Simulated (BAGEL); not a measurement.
**SiPH5 (SMILES [SiH3]P): HF/def2-SVPD (density fitting with qzvpp-jkfit)**

What is the vertical ionisation energy of SiPH5 at HF/def2-SVPD (density fitting with qzvpp-jkfit)? 

Program for the calculation: BAGEL 1.2.2.

1 further run of the same task is left out (set aside as unsound or not needed).

### 1 The molecule

SiPH5: 7 atoms, total charge 0, spin state singlet. SMILES: `[SiH3]P`. The shape is that of a GFN2-xTB optimisation.

Bond lengths: Si1–P2 2.234 Å, Si1–H3 1.462 Å, Si1–H4 1.462 Å, Si1–H5 1.465 Å, P2–H6 1.383 Å, P2–H7 1.383 Å. Angles: Si1–P2–H6 95.7°, Si1–P2–H7 95.8°, P2–Si1–H3 106.9°, P2–Si1–H4 106.8°, P2–Si1–H5 113.1°, H6–P2–H7 92.2°, H3–Si1–H4 111.1°, H3–Si1–H5 109.5°, H4–Si1–H5 109.5°.

### 2 The energy at HF/def2-SVPD (density fitting with qzvpp-jkfit)

Input file input.json:

```json
{ "bagel": [

{
  "title": "molecule",
  "basis": "def2-svpd.json",
  "df_basis": "qzvpp-jkfit",
  "angstrom": "true",
  "geometry": [
    { "atom": "Si", "xyz": [      -0.640830,      -0.361550,      -0.395920 ] },
    { "atom": "P", "xyz": [       1.061310,      -0.009120,       1.007680 ] },
    { "atom": "H", "xyz": [      -1.825500,      -0.602940,       0.426340 ] },
    { "atom": "H", "xyz": [      -0.298920,      -1.544330,      -1.184630 ] },
    { "atom": "H", "xyz": [      -0.890510,       0.768910,      -1.293660 ] },
    { "atom": "H", "xyz": [       0.664680,       1.260240,       1.387120 ] },
    { "atom": "H", "xyz": [       1.929760,       0.488790,       0.053060 ] }
  ]
},

{ "title": "hf" },

{ "title": "print", "file": "orbitals.molden", "orbitals": "true" }

]}
```

The basis set def2-SVPD is read from a file made from the Basis Set Exchange's data (not shown).

On the command line:

```
$ BAGEL_NUM_THREADS=1 BAGEL input.json > input.out
```

Output:

```text
* using 1 threads per process

  ===============================================================
  ===============================================================

  *** Geometry ***

  { "atom" : "Si", "xyz" : [     -1.210993,     -0.683230,     -0.748180 ] },
  { "atom" : "P", "xyz" : [      2.005585,     -0.017234,      1.904239 ] },
  { "atom" : "H", "xyz" : [     -3.449695,     -1.139391,      0.805666 ] },
  { "atom" : "H", "xyz" : [     -0.564877,     -2.918361,     -2.238626 ] },
  { "atom" : "H", "xyz" : [     -1.682820,      1.453029,     -2.444663 ] },
  { "atom" : "H", "xyz" : [      1.256063,      2.381508,      2.621277 ] },
  { "atom" : "H", "xyz" : [      3.646718,      0.923679,      0.100269 ] },

  Number of auxiliary basis functions:      346

  Since a DF basis is specified, we compute 2- and 3-index integrals:
    o Being stored without compression. Storage requirement is 0.021 GB

  Number of basis functions:       88
  Number of electrons      :       34

    * METHOD: MOLECULE                             0.10

  *** RHF ***

  === Nuclear Repulsion ===
    91.5029754670

      * DIIS with orbital gradients will be used.

  === RHF iteration (def2-svpd.json) ===
      0       -632.33174918          0.00849482           0.04
      1       -632.37423016          0.00274067           0.04
      2       -632.37914368          0.00071389           0.04
      3       -632.37942069          0.00016303           0.04
      4       -632.37944540          0.00002809           0.04
      5       -632.37944612          0.00000613           0.04
      6       -632.37944615          0.00000170           0.04
      7       -632.37944615          0.00000053           0.04
      8       -632.37944615          0.00000011           0.04
      9       -632.37944615          0.00000003           0.04
     10       -632.37944615          0.00000001           0.04
     11       -632.37944615          0.00000000           0.04
    * SCF iteration converged.

    * Permanent dipole moment:
           (    0.119514,    -0.211062,     0.234356) a.u.

    * METHOD: HF                                   0.53

    * METHOD: PRINT                                0.01

  ===============================================================
```

Wall time 0.81 s (1 thread of Arm Neoverse V2, shared host).

### 3 The doublet cation

Input file job.json:

```json
{ "bagel" : [

{
  "title" : "molecule",
  "basis" : "def2-svpd.json",
  "df_basis" : "qzvpp-jkfit",
  "angstrom" : true,
  "geometry" : [
    { "atom" : "Si", "xyz" : [      -0.640830,      -0.361550,      -0.395920 ] },
    { "atom" : "P", "xyz" : [       1.061310,      -0.009120,       1.007680 ] },
    { "atom" : "H", "xyz" : [      -1.825500,      -0.602940,       0.426340 ] },
    { "atom" : "H", "xyz" : [      -0.298920,      -1.544330,      -1.184630 ] },
    { "atom" : "H", "xyz" : [      -0.890510,       0.768910,      -1.293660 ] },
    { "atom" : "H", "xyz" : [       0.664680,       1.260240,       1.387120 ] },
    { "atom" : "H", "xyz" : [       1.929760,       0.488790,       0.053060 ] }
  ]
},

{ "title" : "uhf", "charge" : 1, "nopen" : 1 },

{ "title" : "print", "file" : "orbitals.molden", "orbitals" : true }

]}
```

The basis set def2-SVPD is read from a file made from the Basis Set Exchange's data (not shown).

On the command line:

```
$ BAGEL_NUM_THREADS=1 BAGEL job.json > job.out
```

Output:

```text
* using 1 threads per process

  ===============================================================
  ===============================================================

  *** Geometry ***

  { "atom" : "Si", "xyz" : [     -1.210993,     -0.683230,     -0.748180 ] },
  { "atom" : "P", "xyz" : [      2.005585,     -0.017234,      1.904239 ] },
  { "atom" : "H", "xyz" : [     -3.449695,     -1.139391,      0.805666 ] },
  { "atom" : "H", "xyz" : [     -0.564877,     -2.918361,     -2.238626 ] },
  { "atom" : "H", "xyz" : [     -1.682820,      1.453029,     -2.444663 ] },
  { "atom" : "H", "xyz" : [      1.256063,      2.381508,      2.621277 ] },
  { "atom" : "H", "xyz" : [      3.646718,      0.923679,      0.100269 ] },

  Number of auxiliary basis functions:      346

  Since a DF basis is specified, we compute 2- and 3-index integrals:
    o Being stored without compression. Storage requirement is 0.021 GB

  Number of basis functions:       88
  Number of electrons      :       34

    * METHOD: MOLECULE                             0.10

  *** Open-shell HF ***

  === Nuclear Repulsion ===
    91.5029754670

      * DIIS with orbital gradients will be used.

  === UHF iteration (def2-svpd.json) ===
      0       -631.95933072          0.02463190           0.07
      1       -632.04726697          0.00630049           0.07
      2       -632.05598872          0.00239395           0.07
      3       -632.05750267          0.00085781           0.07
      4       -632.05782375          0.00025759           0.07
      5       -632.05788419          0.00008068           0.07
      6       -632.05789714          0.00004278           0.07
      7       -632.05790239          0.00002125           0.07
      8       -632.05790345          0.00001050           0.07
      9       -632.05790360          0.00000448           0.07
     10       -632.05790364          0.00000242           0.07
     11       -632.05790367          0.00000119           0.07
     12       -632.05790367          0.00000041           0.07
     13       -632.05790367          0.00000016           0.07
     14       -632.05790367          0.00000008           0.07
     15       -632.05790367          0.00000004           0.07
     16       -632.05790367          0.00000002           0.07
     17       -632.05790367          0.00000001           0.07
    * SCF iteration converged.

    * S^2 (UHF) is 0.7609

    * Permanent dipole moment:
           (   -0.750873,    -0.313118,    -0.528872) a.u.

    * METHOD: UHF                                  1.40

    * METHOD: PRINT                                0.01

  ===============================================================
```

It took 1.7 s on 1 thread of Arm Neoverse V2, shared host.

### 4 Summary of results

Level: HF/def2-SVPD (density fitting with qzvpp-jkfit).

```
                                          quantity          value
                       singlet SiPH5: total energy  -632.37945 Eh
                      singlet SiPH5: dipole moment         0.86 D
                        singlet SiPH5: HOMO energy       -9.99 eV
                        singlet SiPH5: LUMO energy        2.26 eV
                      singlet SiPH5: HOMO–LUMO gap       12.25 eV
                      doublet cation: total energy  -632.05790 Eh
                              doublet cation: ⟨S²⟩          0.761
vertical ionisation energy (to the doublet cation)       8.750 eV
```

Removing an electron at fixed nuclei costs 8.75 eV (202 kcal/mol). −ε(HOMO) before ionisation, 9.99 eV, is 1.24 eV above this ionisation energy.
